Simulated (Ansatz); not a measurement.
Results of PBE-D3(BJ) (Ansatz, an electronic-structure program, plane waves, PAW) for antiferromagnetic bcc Cr.

Settings: plane-wave cutoff 500 eV, 26×26×26 k mesh, Fermi–Dirac smearing 0.1 eV, spin-polarised with opposed moments, scalar-relativistic PAW data made under PBE.

Computed at the level's own relaxed cell.

**Question.** What does this level give for the volume per atom, magnetic moment (largest site, within a sphere) and equilibrium lattice constant a?

**Answer.** 
- volume per atom: 11.32 Å³/atom
- magnetic moment (largest site, within a sphere): 0.64 μB
- equilibrium lattice constant a: 2.829 Å

Measured, for comparison: equilibrium volume per atom 11.91 Å³/atom, lattice constant a 2.877 Å (corrected for temperature and zero-point phonon effects; as tabulated in Levämäki et al. (2014), arXiv:1402.3671). Computed (rounded) less measured: equilibrium volume per atom -5.0 %, lattice constant a -1.7 %.

Note: the commensurate order stands in for chromium's spin-density wave, and the size of the moments varies much between levels; the collinear magnetic order is the start's and need not be the measured one.

Moments are spin moments.

The computed numbers hold no vibrational or temperature effects.

It cost around 2.7 core-minutes (rough) of CPU time.
